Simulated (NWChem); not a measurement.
System: Si₂, triplet; SMILES [Si]=[Si]

NWChem input:

```
start job
memory heap 200 mb stack 900 mb global 1100 mb
geometry units angstroms noautosym nocenter noautoz
  Si     0.000000     0.000000    -1.063181
  Si     0.000000     0.000000     1.063181
end
basis spherical
  * library def2-svpd
end
dft
  odft
  mult 3
  xc xpbe96 cpbe96
  iterations 150
end
tddft
  cis
  nroots 8
end
task tddft energy
```

NWChem printed, in part:

```
             Northwest Computational Chemistry Package (NWChem) 7.3.0
             --------------------------------------------------------

                             Geometry "geometry" -> ""
                             -------------------------

 Output coordinates in angstroms (scale by  1.889725989 to convert to a.u.)

  No.       Tag          Charge          X              Y              Z
 ---- ---------------- ---------- -------------- -------------- --------------
    1 Si                  14.0000     0.00000000     0.00000000    -1.06318100
    2 Si                  14.0000     0.00000000     0.00000000     1.06318100

 Effective nuclear repulsion energy (a.u.)      48.7775556579

  pbe96 is a nonlocal functional; adding pw91lda local functional.

                                 NWChem DFT Module
                                 -----------------

 Summary of "ao basis" -> "ao basis" (spherical)
 ------------------------------------------------------------------------------
       Tag                 Description            Shells   Functions and Types
 ---------------- ------------------------------  ------  ---------------------
 Si                        def2-svpd                10       24   5s3p2d

            General Information
            -------------------
          SCF calculation type: DFT
          Wavefunction type:  spin polarized.
          No. of atoms     :     2
          No. of electrons :    28
           Alpha electrons :    15
            Beta electrons :    13
          Charge           :     0
          Spin multiplicity:     3
          Use of symmetry is: off; symmetry adaption is: off
          Maximum number of iterations: 150
          AO basis - number of functions:    48
                     number of shells:    20
          Convergence on energy requested:  1.00D-06
          Convergence on density requested:  1.00D-05
          Convergence on gradient requested:  5.00D-04

              XC Information
              --------------
          PerdewBurkeErnzerhof Exchange Functional  1.000
            Perdew 1991 LDA Correlation Functional  1.000 local
           PerdewBurkeErnz. Correlation Functional  1.000 non-local

             Grid Information
             ----------------
          Grid used for XC integration:  medium
          Radial quadrature: Mura-Knowles
          Angular quadrature: Lebedev.
          Tag              B.-S. Rad. Rad. Pts. Rad. Cut. Ang. Pts.
          ---              ---------- --------- --------- ---------
          Si                  1.10       88          11.0       590
          Grid pruning is: on
          Number of quadrature shells:   176
          Spatial weights used:  Erf1

      Superposition of Atomic Density Guess
      -------------------------------------

 Sum of atomic energies:        -577.47774620

      Non-variational initial energy
      ------------------------------

 Total energy =    -577.562521
 1-e energy   =    -898.147530
 2-e energy   =     271.807453
 HOMO         =      -0.176136
 LUMO         =      -0.153085

   convergence    iter        energy       DeltaE   RMS-Dens  Diis-err
 ---------------- ----- ----------------- --------- --------- ---------
 d= 0,ls=0.0,diis     1   -578.3580508938 -6.27D+02  9.63D-03  3.80D-02
                                                     7.14D-03  2.99D-02
 d= 0,ls=0.5,diis     2   -578.3743673061 -1.63D-02  1.67D-03  1.38D-03
                                                     1.90D-03  1.23D-03
 d= 0,ls=0.5,diis     3   -578.3757535529 -1.39D-03  4.00D-04  1.14D-04
                                                     3.94D-04  1.33D-04
 d= 0,ls=0.5,diis     4   -578.3758726764 -1.19D-04  2.48D-04  2.38D-05
                                                     2.03D-04  2.62D-05
 d= 0,ls=0.5,diis     5   -578.3759012233 -2.85D-05  1.70D-04  6.43D-06
                                                     1.25D-04  6.43D-06
  Resetting Diis
 d= 0,ls=0.5,diis     6   -578.3759090620 -7.84D-06  1.12D-04  1.95D-06
                                                     7.79D-05  1.66D-06
 d= 0,ls=0.5,diis     7   -578.3759114189 -2.36D-06  7.12D-05  6.87D-07
                                                     4.49D-05  4.79D-07
 d= 0,ls=0.5,diis     8   -578.3759123346 -9.16D-07  5.03D-05  1.65D-07
                                                     3.35D-05  8.02D-08
 d= 0,ls=0.5,diis     9   -578.3759125558 -2.21D-07  3.15D-05  6.72D-08
                                                     1.92D-05  2.43D-08
 d= 0,ls=0.5,diis    10   -578.3759126419 -8.61D-08  1.98D-05  3.00D-08
                                                     1.02D-05  8.78D-09
 d= 0,ls=0.5,diis    11   -578.3759126792 -3.73D-08  1.28D-05  1.33D-08
                                                     5.77D-06  3.04D-09
 d= 0,ls=0.5,diis    12   -578.3759126952 -1.60D-08  8.24D-06  5.88D-09
                                                     3.17D-06  1.04D-09

         Total DFT energy =     -578.375912702141
      One electron energy =     -898.599852654482
           Coulomb energy =      312.816707046768
    Exchange-Corr. energy =      -41.370322752372
 Nuclear repulsion energy =       48.777555657946

 Numeric. integr. density =       28.000000145159

                    DFT Final Alpha Molecular Orbital Analysis
                    ------------------------------------------

 Vector   13  Occ=1.000000D+00  E=-2.197444D-01
              MO Center= -2.3D-08, -2.4D-08,  2.3D-07, r^2= 3.0D+00
   Bfn.  Coefficient  Atom+Function         Bfn.  Coefficient  Atom+Function
  ----- ------------  ---------------      ----- ------------  ---------------
    13      0.311039  1 Si py                37      0.311039  2 Si py
    10      0.259362  1 Si py                34      0.259362  2 Si py
    12     -0.205969  1 Si px                36     -0.205970  2 Si px
     9     -0.171749  1 Si px                33     -0.171749  2 Si px
     7     -0.136438  1 Si py                31     -0.136438  2 Si py

 Vector   14  Occ=1.000000D+00  E=-2.175204D-01
              MO Center= -1.1D-06, -7.2D-07, -2.2D-06, r^2= 4.1D+00
   Bfn.  Coefficient  Atom+Function         Bfn.  Coefficient  Atom+Function
  ----- ------------  ---------------      ----- ------------  ---------------
    11      0.356651  1 Si pz                35     -0.356651  2 Si pz
    14      0.345161  1 Si pz                38     -0.345161  2 Si pz
     4     -0.197504  1 Si s                 28     -0.197504  2 Si s
     8     -0.184914  1 Si pz                32      0.184914  2 Si pz
     3     -0.134367  1 Si s                 27     -0.134366  2 Si s

[...]

                                NWChem TDDFT Module
                                -------------------

            General Information
            -------------------
           No. of orbitals :      96
            Alpha orbitals :      48
             Beta orbitals :      48
        Alpha frozen cores :       0
         Beta frozen cores :       0
     Alpha frozen virtuals :       0
      Beta frozen virtuals :       0
         Spin multiplicity :       3
    Number of AO functions :      48
        Use of symmetry is : off
      Symmetry adaption is : off
         Schwarz screening :  0.10D-07

              XC Information
              --------------
   PerdewBurkeErnzerhof Exchange Functional   1.00
     Perdew 1991 LDA Correlation Functional   1.00 local
    PerdewBurkeErnz. Correlation Functional   1.00 non-local

             TDDFT Information
             -----------------
          Calculation type : Tamm-Dancoff TDDFT
         Wavefunction type : Unrestricted
          No. of electrons :      28
           Alpha electrons :      15
            Beta electrons :      13
              No. of roots :       8
          Max subspacesize :    5600
            Max iterations :     100
               Target root :       1
           Target symmetry : none
      Symmetry restriction : off
                 Algorithm : Optimal
        Davidson threshold :  0.10D-03

    8 smallest eigenvalue differences (eV)
--------------------------------------------------------
  No. Spin  Occ  Vir  Irrep   E(Occ)    E(Vir)   E(Diff)
--------------------------------------------------------
    1    2   13   14 a        -0.182    -0.172     0.271
    2    2   13   15 a        -0.182    -0.171     0.293
    3    1   15   16 a        -0.194    -0.108     2.346
    4    1   15   17 a        -0.194    -0.088     2.875
    5    2   13   16 a        -0.182    -0.073     2.968
    6    1   14   16 a        -0.218    -0.108     2.981
    7    1   13   16 a        -0.220    -0.108     3.042
    8    2   13   17 a        -0.182    -0.066     3.163
--------------------------------------------------------

  Entering Davidson iterations
  Unrestricted

  Iter   NTrls   NConv    DeltaV     DeltaE      Time
  ----  ------  ------  ---------  ---------  ---------
    1      8       0     0.18E+00   0.10+100        0.7
    2     16       0     0.45E-01   0.14E+00        0.8
    3     24       3     0.30E-01   0.10E-01        0.8
    4     29       5     0.28E-02   0.19E-02        0.6
    5     32       7     0.18E-03   0.11E-04        0.4
    6     33       8     0.66E-04   0.28E-07        0.2
  ----  ------  ------  ---------  ---------  ---------
  Convergence criterion met

  Ground state a        -578.375912702141 a.u.
  <S2> =   2.0033

  ----------------------------------------------------------------------------
  Root   1         a              0.005770819 a.u.                0.1570 eV
  <S2> =   2.0048
  ----------------------------------------------------------------------------
     Transition Moments    X -0.00000   Y  0.00000   Z -0.00000
     Dipole Oscillator Strength                    0.0000000000
     Electric Quadrupole                           0.0000000000
     Magnetic Dipole                               0.0000000514
     Total Oscillator Strength                     0.0000000514

     Occ.   13 beta  a   ---  Virt.   14 beta  a       -0.99938
  ----------------------------------------------------------------------------
  Root   2         a              0.007535472 a.u.                0.2051 eV
  <S2> =   2.0092
  ----------------------------------------------------------------------------
     Transition Moments    X  0.27245   Y  0.18041   Z -0.00000
     Dipole Oscillator Strength                    0.0005364049
     Electric Quadrupole                           0.0000000000
     Magnetic Dipole                               0.0000000000
     Total Oscillator Strength                     0.0005364049

     Occ.   13 beta  a   ---  Virt.   15 beta  a        0.99824
  ----------------------------------------------------------------------------
  Root   3         a              0.078898276 a.u.                2.1469 eV
  <S2> =   3.9184
  ----------------------------------------------------------------------------
     Transition Moments    X -0.00000   Y  0.00000   Z -0.02459
     Dipole Oscillator Strength                    0.0000318075
     Electric Quadrupole                           0.0000000000
     Magnetic Dipole                               0.0000000000
     Total Oscillator Strength                     0.0000318075

     Occ.   13 alpha a   ---  Virt.   16 alpha a        0.14922
     Occ.   15 alpha a   ---  Virt.   17 alpha a        0.68532
     Occ.   12 beta  a   ---  Virt.   15 beta  a        0.13980
     Occ.   13 beta  a   ---  Virt.   16 beta  a       -0.69608
  ----------------------------------------------------------------------------
  Root   4         a              0.081243021 a.u.                2.2107 eV
  <S2> =   3.5225
  ----------------------------------------------------------------------------
     Transition Moments    X -0.00000   Y -0.00000   Z  0.00000
     Dipole Oscillator Strength                    0.0000000000
     Electric Quadrupole                           0.0000000000
     Magnetic Dipole                               0.0000000000
     Total Oscillator Strength                     0.0000000000

     Occ.   13 alpha a   ---  Virt.   17 alpha a       -0.09285
     Occ.   15 alpha a   ---  Virt.   16 alpha a       -0.95581
     Occ.   13 beta  a   ---  Virt.   17 beta  a        0.27520
  ----------------------------------------------------------------------------
  Root   5         a              0.103548175 a.u.                2.8177 eV
  <S2> =   2.0116
  ----------------------------------------------------------------------------
     Transition Moments    X -0.00000   Y  0.00000   Z  0.00000
     Dipole Oscillator Strength                    0.0000000000
     Electric Quadrupole                           0.0000000140
     Magnetic Dipole                               0.0000004042
     Total Oscillator Strength                     0.0000004182

     Occ.   14 alpha a   ---  Virt.   16 alpha a        0.88853
     Occ.   12 beta  a   ---  Virt.   14 beta  a        0.45382
  ----------------------------------------------------------------------------
  Root   6         a              0.107110568 a.u.                2.9146 eV
  <S2> =   2.0615
  ----------------------------------------------------------------------------
     Transition Moments    X -0.00000   Y  0.00000   Z  0.00407
     Dipole Oscillator Strength                    0.0000011838
     Electric Quadrupole                           0.0000000000
     Magnetic Dipole                               0.0000000000
     Total Oscillator Strength                     0.0000011838

     Occ.   13 alpha a   ---  Virt.   16 alpha a       -0.86430
     Occ.   15 alpha a   ---  Virt.   17 alpha a        0.40895
     Occ.   12 beta  a   ---  Virt.   15 beta  a       -0.23308
     Occ.   13 beta  a   ---  Virt.   16 beta  a        0.17154
  ----------------------------------------------------------------------------
  Root   7         a              0.109861936 a.u.                2.9895 eV
  <S2> =   2.3769
  ----------------------------------------------------------------------------
     Transition Moments    X  0.00000   Y -0.00000   Z  0.00000
     Dipole Oscillator Strength                    0.0000000000
     Electric Quadrupole                           0.0000000000
     Magnetic Dipole                               0.0000000000
     Total Oscillator Strength                     0.0000000000

     Occ.   13 alpha a   ---  Virt.   17 alpha a       -0.31618
     Occ.   15 alpha a   ---  Virt.   16 alpha a        0.29210
     Occ.   13 beta  a   ---  Virt.   17 beta  a        0.90157
  ----------------------------------------------------------------------------
  Root   8         a              0.122675368 a.u.                3.3382 eV
  <S2> =   2.0312
  ----------------------------------------------------------------------------
     Transition Moments    X -0.00000   Y  0.00000   Z  0.07848
     Dipole Oscillator Strength                    0.0005037429
     Electric Quadrupole                           0.0000000000
     Magnetic Dipole                               0.0000000000
     Total Oscillator Strength                     0.0005037429

     Occ.   14 alpha a   ---  Virt.   19 alpha a        0.05313
     Occ.   14 alpha a   ---  Virt.   22 alpha a       -0.05132
     Occ.   15 alpha a   ---  Virt.   17 alpha a       -0.32938
     Occ.   12 beta  a   ---  Virt.   15 beta  a       -0.79866
     Occ.   13 beta  a   ---  Virt.   16 beta  a       -0.49172

              Target root =      1
          Target symmetry = none
      Ground state energy =   -578.375912702141
        Excitation energy =      0.005770818543
     Excited state energy =   -578.370141883598

  stored tddft:energy   -578.37014188359751
```

Level: PBE/def2-SVPD, spin-unrestricted, TDA. The state is orbitally degenerate and is run as one real component. Structure relaxed at the PBE0-D3(BJ)/def2-TZVP, spin-unrestricted level. No stability test was run on the SCF state.
